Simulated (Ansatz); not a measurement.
## Setting up CH4Si (SMILES [CH][SiH3]) in Ansatz

CH4Si has 6 atoms, charge 0, and is taken as a triplet. SMILES: `[CH][SiH3]`. The shape is that of a GFN2-xTB optimisation.

```xyz
6

C     0.6673   -0.8522    0.7346
Si   -0.2589    0.4043   -0.1786
H     1.1379   -1.8135    0.7310
H    -1.5441   -0.1432   -0.6446
H     0.5114    0.8610   -1.3475
H    -0.5136    1.5436    0.7052
```

Settings wanted:

- basis set: STO-3G
- task: energy
- method: DFT
- functional: revPBE
- reference: UKS
- accuracy: high

Write the Ansatz 0.2.0 input and the command.

This one ran through:

job.yaml:
```yaml
crystal:
  periodic: [false, false, false]
  atoms:
    - symbol: C
      position_ang: [0.667310, -0.852170, 0.734600]
    - symbol: Si
      position_ang: [-0.258900, 0.404300, -0.178590]
    - symbol: H
      position_ang: [1.137890, -1.813490, 0.730980]
    - symbol: H
      position_ang: [-1.544120, -0.143200, -0.644620]
    - symbol: H
      position_ang: [0.511450, 0.860970, -1.347520]
    - symbol: H
      position_ang: [-0.513620, 1.543590, 0.705170]
basis:
  gaussian:
    orbitals: STO-3G
accuracy: high
magnetization:
  spin_polarized: true
  initial_magnetization: 2
hamiltonian:
  xc: {name: revPBE}
```

```bash
$ ansatz run job.yaml --threads 1 --pin off --max-ram 2610MiB --events-out events.jsonl --progress --plain --runs-dir runs
```

Calculated total energy: -325.93818 Eh.
